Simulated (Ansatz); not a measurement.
C3H5NO can be A, `OC1=CNC1`, or B, `CC1(O)C=N1`.

Program: Ansatz. Geometries: PBE0-D4/def2-TZVP. ΔE: electronic, gas phase. CCSD(T)/CBS adds triple-zeta CCSD(T) − MP2 to the extrapolated MP2 energy (def2 sets, frozen cores). Functionals use def2-TZVPP. B3LYP here is the variant with VWN-RPA as its local correlation; programs differ in this. One conformer a species, not always the lowest.

A:

Z-matrix (Å, degrees):
```
C
N 1 1.493
C 1 1.505 2 86.4
H 1 1.093 2 112.2 3 116.5
H 1 1.094 2 113.9 3 -117.8
C 2 1.443 1 87.4 3 2.4
H 2 1.017 1 112.0 3 116.5
O 3 1.347 1 133.5 2 165.0
H 6 1.081 2 126.8 1 -176.0
H 8 0.961 3 109.2 1 35.8
```

B:

Z-matrix (Å, degrees):
```
C
C 1 1.494
H 1 1.093 2 109.7
H 1 1.092 2 110.4 3 118.9
H 1 1.089 2 110.6 3 -120.4
O 2 1.388 1 110.2 3 -58.6
C 2 1.434 1 125.2 3 142.8
N 2 1.494 1 120.0 3 81.6
H 6 0.962 2 108.7 1 169.8
H 7 1.086 2 155.5 1 84.2
```

Which isomer does CCSD(T)/CBS put lower? Give the gap. (Estimate.)

Ansatz gave: B, by 12.9 kJ/mol.

Give E(B) − E(A) in kJ/mol with CCSD(T)/def2-TZVPP, MP2/def2-TZVPP, CCSD/def2-TZVPP, B3LYP-D4, PBE-D4, CCSD(T)/def2-SVP, B3LYP. (Estimate.)

Computed: CCSD(T)/def2-TZVPP -14.8, MP2/def2-TZVPP -18.2, CCSD/def2-TZVPP -14.5, B3LYP-D4 -9.0, PBE-D4 -2.7, CCSD(T)/def2-SVP -26.6, B3LYP -9.3. None reverses the order clearly.

Does the order hold for the free energy at 298.15 K (harmonic terms from PBE0-D4)? (Best estimate.)

The calculation gave: Yes: G(B) − G(A) = -21.4 kJ/mol, for one conformer each.

Largest T1 diagnostic: 0.012.

At CCSD(T), def2-SVP lies −13.7 kJ/mol from the extrapolated value and def2-TZVPP −1.9 kJ/mol. Leaving LDA and LC-ωPBE aside and taking each functional with its dispersion term where it has one, the values, not all of them listed here, spread over 13.9 kJ/mol, from B97M-V to HSE06-D4. LDA lies +16.8 kJ/mol from PBE without D4.
